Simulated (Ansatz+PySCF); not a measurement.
doublet CH₄S(+): levels of theory in one basis

```yaml
atoms:
  - { symbol: C, position_ang: [-1.1967, 0.0211, 0.0216] }
  - { symbol: H, position_ang: [-1.6721, 0.9744, 0.2049] }
  - { symbol: H, position_ang: [-1.7239, -0.9105, -0.1298] }
  - { symbol: S, position_ang: [0.5443, -0.0786, -0.0792] }
  - { symbol: H, position_ang: [0.8583, 1.2403, -0.1709] }
  - { symbol: H, position_ang: [0.9094, -0.1683, 1.2389] }
```

Basis set: cc-pVTZ on H, C; cc-pV(T+d)Z on S (spherical functions). Frozen core: 6 orbitals. Correlation on ROHF uses semicanonical orbitals with singles. Charge 1, multiplicity 2.

Computed with Ansatz (development build ahead of 0.2.0) and PySCF 2.14.0; each method stands on the lowest determinant of its kind that the runs found.

```tsv
method	E − E(ROHF) (eV)	<S²> of the determinant
ROHF	0.00	0.75
UHF	-0.14	0.77
ROHF-MP2	-8.82	–
UHF-MP2	-8.80	0.77
```

Task: What does ROHF-CCSD(T) give on the same scale?

Result: -10.22 eV.
